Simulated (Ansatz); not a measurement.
Input file:

```yaml
crystal:
  periodic: [false, false, false]
  atoms:
    - {symbol: Al, position_ang: [0.000000, -0.107696, 1.237712]}
    - {symbol: P, position_ang: [0.000000, 0.051009, -1.143237]}
    - {symbol: H, position_ang: [0.000000, 1.315423, 1.999097]}
basis:
  gaussian: {orbitals: 6-31G}
magnetization: {spin_polarized: false, initial_magnetization: 3}
correlation: {method: ccsd_t, electrons: outside_noble_gas}
```

```sh
$ ansatz run in.yaml --threads 1 --pin off --events-out ev --progress --plain --max-ram 2393MiB
```

Output:

```
310 factors; integrals over basis functions are off by at most 1.5e-4 eV
mean field evaluation 1: about -15866.7635 eV, gradient 6.2e0 eV
mean field evaluation 2: about -15866.7668 eV, gradient 6.2e0 eV
mean field evaluation 4: about -15867.4127 eV, gradient 7.6e-1 eV
mean field evaluation 8: about -15867.4321 eV, gradient 2.5e-3 eV
mean field evaluation 16: about -15867.4258 eV, gradient 1.3e-1 eV
mean field evaluation 32: about -15865.8146 eV, gradient 5.2e-3 eV
mean field evaluation 64: about -15865.4967 eV, gradient 4.2e0 eV
mean field evaluation 96: about -15865.5013 eV, gradient 4.4e-2 eV
mean field -15867.43213776 eV, -583.1173757309 hartree, gradient 5.5e-6 eV, S^2 3.750000; 5 other end points of the search recorded, 0 dependent functions left out
determinant -15867.43213776 eV, -583.1173757309 hartree, with singles and doubles -15869.30069813 eV, -583.1860440580 hartree
determinant -15865.81461899 eV, -583.0579330125 hartree, with singles and doubles -15867.89584624 eV, -583.1344167033 hartree
determinant -15865.50760159 eV, -583.0466503311 hartree, with singles and doubles -15867.49427880 eV, -583.1196593720 hartree
determinant -15865.30930191 eV, -583.0393629522 hartree, with singles and doubles -15867.57310761 eV, -583.1225562772 hartree
10 core orbitals not correlated: weight in the atoms' cores, before any rotation towards them, 1.000 or more for the frozen orbitals, at most 0.000 for the correlated occupied ones
reference -15867.43213776 eV, -583.1173757309 hartree; 6, 3 occupied and 12, 15 virtual orbitals, 310 factors
second order -1.30680762 eV of doubles, -0.03880593 eV of singles
cycle   1  -1.86849731 eV  change    6.3e-5 eV  update   1.7e-3
cycle   2  -1.86856891 eV  change   -7.2e-5 eV  update   1.4e-3
cycle   3  -1.86860014 eV  change   -3.1e-5 eV  update   5.6e-4
cycle   4  -1.86869595 eV  change   -9.6e-5 eV  update   2.9e-4
cycle   5  -1.86889893 eV  change   -2.0e-4 eV  update   9.2e-5
cycle   6  -1.86896673 eV  change   -6.8e-5 eV  update   3.0e-5
cycle   7  -1.86897022 eV  change   -3.5e-6 eV  update   1.5e-5
cycle   8  -1.86895339 eV  change    1.7e-5 eV  update   7.3e-6
cycle   9  -1.86895268 eV  change    7.1e-7 eV  update   2.2e-6
perturbative correction -0.03988686 eV, -0.0014658152 hartree
Total energy: -15869.34097730 eV, -583.1875242902 hartree
```

For the same geometry and basis full CI lies 17.6 meV lower.

Ran on 1 thread of Arm Neoverse V2, shared host: 0.6 s wall, 0.07 GiB peak host memory.
